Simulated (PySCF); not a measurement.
CH₄S.
SMILES with atom numbers: `[CH3:1][SH:2]` (hydrogens: H3, H4, H5 on C1; H6 on S2)

Geometry (GFN2-xTB, Å), atoms numbered from 1 in this order:
```
atom  x, y, z in Å
C1    -0.504   -0.013    0.009
S2     1.126    0.791   -0.113
H3    -0.591   -0.522    0.964
H4    -1.241    0.780   -0.058
H5    -0.631   -0.709   -0.815
H6     1.845   -0.326   -0.009
```

Computed with PySCF 2.14.0, density-fitted response routines, TDDFT CAM-B3LYP/def2-SVPD, vertical, gas phase, core orbitals frozen in the response.

Kohn–Sham orbitals with the atoms that hold most of them (Löwdin shares over 4%, at most four atoms; ? is withheld):

```json
{"orbital": "LUMO+2", "ε (eV)": "2.13", "atoms": "S2 83%, H4 8%, C1 5%"}
{"orbital": "LUMO+1", "ε (eV)": "1.34", "atoms": "S2 73%, H6 11%, C1 8%"}
{"orbital": "LUMO", "ε (eV)": "0.93", "atoms": "S2 54%, C1 16%, H6 13%, H3 6%"}
{"orbital": "HOMO", "ε (eV)": "-8.20", "atoms": "?"}
{"orbital": "HOMO-1", "ε (eV)": "-10.82", "atoms": "?"}
{"orbital": "HOMO-2", "ε (eV)": "-12.50", "atoms": "C1 36%, S2 31%, H4 16%, H6 14%"}
{"orbital": "HOMO-3", "ε (eV)": "-13.72", "atoms": "C1 49%, H5 19%, H3 19%, S2 9%"}
```

Give the leading atoms of the HOMO-1.

S2 (bonded to C and H) 64%; C1 (bonded to S and 3 H) 19%; H6 (bonded to S) 9%.

Give the leading atoms of the HOMO.

S2 (bonded to C and H) 77%; C1 (bonded to S and 3 H) 12%; H6 (bonded to S) 7%.

The HOMO–LUMO gap is 9.13 eV. Where does the response calculation put the lowest singlet, and from which orbitals?

S1 is at 5.44 eV (f = 0.0059), 3.70 eV below the gap, made of HOMO→LUMO (84%), HOMO→LUMO+4 (10%). Without the coupling terms of the response equations the lowest excitation would equal the gap.

Give energy, strength and leading configuration of S1, S2 and S6, and follow the Löwdin shares of the leading atoms from the occupied to the empty orbital.

- S1 (5.44 eV, f 0.0059), HOMO→LUMO (84%): S2 77% → 54%, C1 12% → 16%
- S2 (6.10 eV, f 0.035), HOMO→LUMO+1 (89%): S2 77% → 73%, C1 12% → 8%, H6 7% → 11%
- S6 (8.36 eV, f 0.027), HOMO-1→LUMO (78%): S2 64% → 54%, C1 19% → 16%
